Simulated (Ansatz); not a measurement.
Predict the output of the script below (Ansatz's Python interface).

`cs.py`:
```python
import ansatz
import numpy as np

system = (
    ansatz.Crystal.molecule()
    .atom("C", (0.0, 0.0, 0.0))
    .atom("S", (0.0, 0.0, 1.795))
)

job = system.calculation()
job = job.functional("pbe0")
job = job.charge(-1)
job = job.spin("collinear", total=1)
job = job.forces()
sets = {"none": "cc-pVTZ", "scalar": "cc-pVTZ-DK"}
found = {kind: job.basis(gaussian=basis).pseudopotentials(relativity=kind).run().report for kind, basis in sets.items()}
for kind, each in found.items():
    dipole = 4.803205 * np.linalg.norm(each["charge_distribution"]["dipole_moment_e_ang"])
    print(f"{kind:7s} E = {each['free_energy_ev']:.4f} eV  dipole {dipole:.3f} D  largest force component {np.abs(each['forces_ev_ang']).max():.4f} eV/A")
print(f"relativity lowers the total energy by {found['none']['free_energy_ev'] - found['scalar']['free_energy_ev']:.3f} eV")
```

```console
$ python cs.py
none    E = -11865.1942 eV  dipole 2.100 D  largest force component 3.4675 eV/A
scalar  E = -11895.2384 eV  dipole 2.108 D  largest force component 3.4604 eV/A
relativity lowers the total energy by 30.044 eV
```

What to keep in mind:
- Total energies depend on the basis set; only differences at equal settings carry meaning.
- The geometry is a force-field or estimated start, not a minimum of this method. The basis set changes with the Hamiltonian (a set recontracted for scalar relativity), and most of the change in the total lies in the cores.
- The run takes the species as open-shell (spin multiplicity 2), which needn't be its ground state.
- An ion's dipole depends on the origin; the program takes it about the centre of nuclear charge.
- The spin state was assumed, and another may lie lower.
- Anions want diffuse functions, which this basis lacks.
- Run time: 2.9 s on 1 thread of Arm Neoverse V2, with other jobs on the host, peak memory 0.18 GiB.
